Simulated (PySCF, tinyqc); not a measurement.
RHF in the sto-3g basis, for OH-, spin multiplicity 1, step by step. The basis has no diffuse functions, so it cannot describe the extra electron: this is an exercise in the method, not the real anion. The lowest restricted solution is unstable here: a spin-polarised one lies 0.0106 hartree lower (PySCF). One step of it, computed by the program tinyqc.

Problem. Iteration 3: DIIS coefficients. Solve [B -1; -1 0][c; lambda] = [0; -1] for the coefficients, which sum to one.

B (overlaps of the stored error matrices), lower triangle:
```
,1,2,3
1,8.7708169e+02
2,9.3725866e+00,1.1244310e+00
3,7.1721706e-01,-2.0484169e-01,1.0586090e-01
```

Give: DIIS coefficients.

Solution.

DIIS coefficients: -0.0028  0.2047  0.7981
